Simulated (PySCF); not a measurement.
CH₃S, SMILES [S]C, multiplicity 2. Atoms are numbered in the order given.

```xyz
5

C     -1.1057    -0.0086     0.0000
S      0.6917    -0.0020     0.0000
H     -1.5066    -0.4786     0.8974
H     -1.4196     1.0407     0.0000
H     -1.5066    -0.4786    -0.8974
```
Charge 0, spin multiplicity 2.

Geometry optimised at B3LYP-D3(BJ)/def2-TZVP. The isomer is the one that the SMILES or the coordinates give; other isomers of the formula were not compared.

All values below come from PBE0/def2-TZVPD run with PySCF.

Mulliken values depend strongly on the basis, most of all with diffuse functions as here. ESP charges are fitted to the potential on shells at 1.4 to 2.0 van der Waals radii. Atomic charges (e):

| atom | ESP fit | meta-Löwdin | Mulliken | Mulliken spin |
|---|---|---|---|---|
| C1 | -0.33 | [?] | -0.38 | -0.08 |
| S2 | -0.12 | [?] | -0.18 | 1.01 |
| H3 | 0.14 | [?] | 0.19 | 0.00 |
| H4 | 0.16 | [?] | 0.17 | 0.06 |
| H5 | 0.14 | [?] | 0.19 | 0.00 |

**Question.** Some entries are withheld; supply them. (Estimate from the structure and the level; the computed values follow.)

**Answer.** 
- C1, meta-Löwdin: -0.41
- S2, meta-Löwdin: -0.01
- H3, meta-Löwdin: 0.14
- H4, meta-Löwdin: 0.15
- H5, meta-Löwdin: 0.14
